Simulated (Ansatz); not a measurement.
**CHOSi (doublet): wave-function methods side by side, def2-QZVPP**

An exercise on one series of results from a longer session: the logs are not shown, and one member is left open.

Computed with Ansatz 0.2.0, Gaussian basis. Level: def2-QZVPP, core rule «outside noble gas», up to 7 orbitals frozen.

The runs, in order: UHF; ROHF; CCSD(T) on UHF.

## The geometry

The geometry is a PBE0/def2-TZVP stationary point (not a proven minimum) of the parent state, kept for this charge and spin.

4 atoms, charge 0, spin multiplicity 2.

Atoms are counted from 1 here; the program's logs count them from 0.

Bond lengths: O1–C2 1.195 Å, C2–Si3 1.957 Å, C2–H4 1.107 Å. Angles: O1–C2–Si3 126.3°, O1–C2–H4 123.6°, Si3–C2–H4 110.1°.

The first run:

Contents of in.yaml:

```yaml
crystal:
  periodic: [false, false, false]
  atoms:
    - {symbol: O, position_ang: [0.000000, -0.313583, 1.598105]}
    - {symbol: C, position_ang: [0.000000, 0.436706, 0.668068]}
    - {symbol: Si, position_ang: [0.000000, -0.063363, -1.223700]}
    - {symbol: H, position_ang: [0.000000, 1.539364, 0.769440]}
basis:
  gaussian: {orbitals: "def2-QZVPP.json"}
magnetization: {spin_polarized: true, initial_magnetization: 1}
hamiltonian: {xc: hf}
output: {orbitals: {seedname: orbitals}}
```

Launch:

```console
> ansatz run in.yaml --threads 1 --pin off --events-out ev --progress --plain --max-ram 2393MiB
```

Steps of the session up to this table: UHF; ROHF; CCSD(T) on UHF.

One of the session's tables, all rows but one given; the rest of the session is left out.

```
  method  from UCCSD(T) (meV)
    ROHF             +14548.3
     UHF             +14366.9
    UMP2              +1297.8
   UCCSD                    ?
UCCSD(T)                    0
```

Estimate the missing values for UCCSD.

The run gave: from UCCSD(T) (meV): +658.4. In the column «from UCCSD(T) (meV)» it lies between UCCSD(T) (0) and UMP2 (+1297.8).
